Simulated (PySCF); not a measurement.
# MP2/STO-6G run of NaF (SMILES [F][Na])

What is the vertical singlet–triplet gap of NaF at MP2/STO-6G? The job is set up through a Python script.

The calculation is run with PySCF 2.14.0.

7 further runs of the same task are left out: 7 set aside as unsound or not needed.

## 1. The system as given

NaF has 2 atoms, charge 0, and is taken as a singlet. As SMILES, `[F][Na]`. Geometry: relaxed at PBE0-D4/def2-TZVP.

Bond lengths: F1–Na2 1.922 Å.

## 2. A single-point energy at MP2/STO-6G

The input, job.py:

```python
from pyscf import gto, scf, mp

system = gto.M(
    atom='''
F     -0.804100     0.240100    -0.422400
Na     0.833600    -0.300300     0.426500
''',
    verbose=4,
    charge=0,
    basis='sto-6g',
    max_memory=1860,
)

calc0 = scf.RHF(system)
calc0.conv_tol = 1e-10
calc0.kernel()
if not calc0.converged:
    calc0 = calc0.newton().run(calc0.mo_coeff, calc0.mo_occ)

pt = mp.MP2(calc0, frozen=2).run()
etot = pt.e_tot
print('E(%s) = %.9f' % ('MP2', etot))
```

The run is started by

```console
$ OMP_NUM_THREADS=1 python job.py
```

The log of the run:

```text
PySCF version 2.14.0

[INPUT] num. atoms = 2
[INPUT] num. electrons = 20
[INPUT] charge = 0
[INPUT] spin (= nelec alpha-beta = 2S) = 0
[INPUT] symmetry False subgroup None
[INPUT] Mole.unit = angstrom
[INPUT] Symbol           X                Y                Z      unit          X                Y                Z       unit  Magmom
[INPUT]  1 F     -0.804100000000   0.240100000000  -0.422400000000 AA   -1.519528776763   0.453723242508  -0.798220315016 Bohr   0.0
[INPUT]  2 Na     0.833600000000  -0.300300000000   0.426500000000 AA    1.575275697437  -0.567484755207   0.805968192127 Bohr   0.0

nuclear repulsion = 27.2549436184577
number of shells = 8
number of NR pGTOs = 84
number of NR cGTOs = 14
basis = sto-6g
ecp = {}

******** <class 'pyscf.scf.hf.RHF'> ********
method = RHF
initial guess = minao
damping factor = 0
level_shift factor = 0
DIIS = <class 'pyscf.scf.diis.CDIIS'>
diis_start_cycle = 1
diis_space = 8
diis_damp = 0
SCF conv_tol = 1e-10
SCF conv_tol_grad = None
SCF max_cycles = 50
direct_scf = True
direct_scf_tol = 1e-13
Set gradient conv threshold to 1e-05
Initial guess from minao.
init E= -259.62688379962
  HOMO = -0.675088218723464  LUMO = 0.238557528863319  gap/eV = 24.86157
cycle= 1 E= -260.062274940679  delta_E= -0.435  |g|= 0.301  |ddm|= 1.05
  HOMO = 0.0317077731740779  LUMO = 0.414907027167657  gap/eV = 10.42738
cycle= 2 E= -260.119365481754  delta_E= -0.0571  |g|= 0.0666  |ddm|= 0.709
  HOMO = -0.0900245008111333  LUMO = 0.44962697789097  gap/eV = 14.68466
cycle= 3 E= -260.121106523302  delta_E= -0.00174  |g|= 0.0163  |ddm|= 0.0987
  HOMO = -0.103981976601606  LUMO = 0.448805364596529  gap/eV = 15.04211
cycle= 4 E= -260.121295664515  delta_E= -0.000189  |g|= 0.00518  |ddm|= 0.039
  HOMO = -0.103177958968005  LUMO = 0.448949435205829  gap/eV = 15.02415
cycle= 5 E= -260.121322847819  delta_E= -2.72e-05  |g|= 0.000428  |ddm|= 0.0195
  HOMO = -0.103446371712145  LUMO = 0.449026900935507  gap/eV = 15.03356
cycle= 6 E= -260.121323044005  delta_E= -1.96e-07  |g|= 9.7e-05  |ddm|= 0.00175
  HOMO = -0.103438297614543  LUMO = 0.449017497827057  gap/eV = 15.03309
cycle= 7 E= -260.121323048934  delta_E= -4.93e-09  |g|= 1.27e-05  |ddm|= 0.000224
  HOMO = -0.103449420973845  LUMO = 0.449020435903763  gap/eV = 15.03347
cycle= 8 E= -260.121323049065  delta_E= -1.31e-10  |g|= 1.68e-06  |ddm|= 4.54e-05
  HOMO = -0.103449027124053  LUMO = 0.449020155396024  gap/eV = 15.03345
cycle= 9 E= -260.121323049065  delta_E= -7.96e-13  |g|= 1.75e-07  |ddm|= 3.72e-06
  HOMO = -0.103449053938194  LUMO = 0.449020167116258  gap/eV = 15.03345
Extra cycle  E= -260.121323049066  delta_E= -3.41e-13  |g|= 5.13e-08  |ddm|= 4.06e-07
converged SCF energy = -260.121323049066

******** <class 'pyscf.mp.mp2.RMP2'> ********
nocc = 8, nmo = 12
frozen orbitals 2
E(RMP2) = -260.17439974937  E_corr = -0.0530767003043747
E(SCS-RMP2) = -260.173670582428  E_corr = -0.0523475333624174
E_corr(same-spin) = -0.0130898157724988
E_corr(oppo-spin) = -0.0399868845318759
E(MP2) = -260.174399749
```

Wall time 1 s (1 thread of Intel Xeon Platinum 8259CL at 2.50GHz (Skylake/Cascade Lake), shared host); peak memory 0.12 GiB.

## 3. The triplet at the same level

The input, start.xyz:

```xyz
2
FNa
F     -0.804100     0.240100    -0.422400
Na     0.833600    -0.300300     0.426500
```

The input, run.py:

```python
from pyscf import gto, mp

system = gto.Mole()
system.atom = 'start.xyz'
system.verbose = 3
system.spin = 2
system.basis = 'sto-6g'
system.charge = 0
system.max_memory = 1860
system.build()

mf = system.UHF()
mf.conv_tol = 1e-10
mf.kernel()
if not mf.converged:
    mf = mf.newton().run(mf.mo_coeff, mf.mo_occ)

pt = mp.MP2(mf, frozen=2).run()
e_final = pt.e_tot
print('E = %.10f Eh' % e_final)
```

The run is started by

```console
$ OMP_NUM_THREADS=1 python run.py
```

The log of the run:

```text
WARN: HOMO 0.238557528863319 >= LUMO -0.675088218723464

converged SCF energy = -259.926892113602  <S^2> = 2.000487  2S+1 = 3.0003246
E(UMP2) = -259.967436113998  E_corr = -0.0405440003961555
E(SCS-UMP2) = -259.965783302702  E_corr = -0.0388911890995828
E = -259.9674361140 Eh
```

Run time: 1.8 s. Hardware: 1 thread of Intel Xeon Platinum 8259CL at 2.50GHz (Skylake/Cascade Lake), shared host; peak memory 0.12 GiB.

## 4. Results

Level: MP2/STO-6G, 2 core orbitals frozen.

| quantity | value |
| --- | --- |
| singlet: total energy | -260.17440 Eh |
| singlet: dipole moment (Hartree–Fock density) | 7.01 D |
| singlet: HOMO energy (Hartree–Fock orbitals) | -2.81 eV |
| singlet: LUMO energy (Hartree–Fock orbitals) | 12.22 eV |
| singlet: HOMO–LUMO gap (Hartree–Fock orbitals) | 15.03 eV |
| singlet: correlation energy (2 core orbitals frozen) | -53.1 mEh |
| triplet: total energy | -259.96744 Eh |
| triplet: dipole moment (Hartree–Fock density) | 1.46 D |
| triplet: correlation energy (2 core orbitals frozen) | -40.5 mEh |
| triplet: ⟨S²⟩ of the reference determinant | 2.000 |
| vertical energy of the triplet above the singlet | 5.632 eV |

What this shows: At this shape the triplet lies 5.63 eV (130 kcal/mol) above the singlet. In a minimal basis such a difference can be off by several eV, whatever the method.
